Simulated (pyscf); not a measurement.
Four-centre exchange: `[Cl][GaH2]` + `[FH]` → `[F][GaH][Cl]` + `[H][H]`

Gas phase, singlet surface, charge 0. Bonds broken: Ga2–H3, F5–H6. Bonds formed: Ga2–F5, H3–H6. Single points on ωB97X-D3(BJ)/def2-SVP structures (PySCF, gas phase).

Transition state (Å):

```xyz
6

Cl    -0.2566     0.1888     1.9777
Ga    -1.4341     0.2117     0.1978
H     -1.1433    -1.2866    -0.6952
H     -2.8350     0.8390     0.0503
F     -0.2548     0.5414    -1.3465
H     -0.5928    -0.5941    -1.2284
```

One imaginary mode, 1115i cm⁻¹; descent along it reached the two sides named, in the forms told below.

| bond | change | reactant side (Å) | saddle | product side |
|---|---|---|---|---|
| Ga2–H3 | breaks | 1.552 | 1.768 | 2.507 |
| F5–H6 | breaks | 0.951 | 1.191 | 2.547 |
| Ga2–F5 | forms | 2.209 | 1.971 | 1.752 |
| H3–H6 | forms | 3.2 | 1.033 | 0.763 |

Electronic energies relative to the separated reactants (kJ/mol):

| level | barrier | reaction energy | reverse barrier |
|---|---|---|---|
| ωB97X-D3(BJ)/def2-TZVP | 25.2 | -76.6 | 101.7 |
| PBE/def2-TZVP | 9.5 | -75.2 | 84.7 |
| r²SCAN/def2-TZVP | 6.5 | -83.2 | 89.7 |
| B3LYP-D3(BJ)/def2-TZVP | 25.9 | -77.1 | 103.0 |
| PBE0-D3(BJ)/def2-TZVP | 20.5 | -68.6 | 89.1 |
| M06-2X/def2-TZVP | 18.8 | -89.3 | 108.0 |
| ωB97M-D3(BJ)/def2-TZVP | 30.0 | -71.8 | 101.8 |
| HF/def2-TZVP | 83.3 | -70.1 | 153.4 |

With ωB97M-D3(BJ)/def2-TZVP energies and thermal terms (ideal gas, 1 atm, RRHO with modes under 100 cm⁻¹ raised to 100, one conformer, R ln 2 for chiral ones without a mode under 150 cm⁻¹), in kJ/mol:

```tsv
T (K)	ΔH‡	ΔG‡	ΔH	ΔG
298	25.7	65.9	-80.0	-76.1
600	23.8	107.7	-77.6	-73.1
900	24.4	149.5	-75.9	-71.3
1200	26.1	191.0	-74.8	-70.0
```

On the reactant side the descent ends in an adduct with a F–Ga contact, 46.5 kJ/mol under the separated species and 71.6 kJ/mol under the saddle at ωB97X-D3(BJ)/def2-TZVP. What is counted as formed (F–Ga) is already present as a longer contact in the reactant adduct; forming that adduct is a step of its own. At the saddle there is also a short Ga–H contact that neither side keeps. One saddle was located; it need not be the lowest between these sides. Elements up to Kr have no core potential and no relativistic terms here.
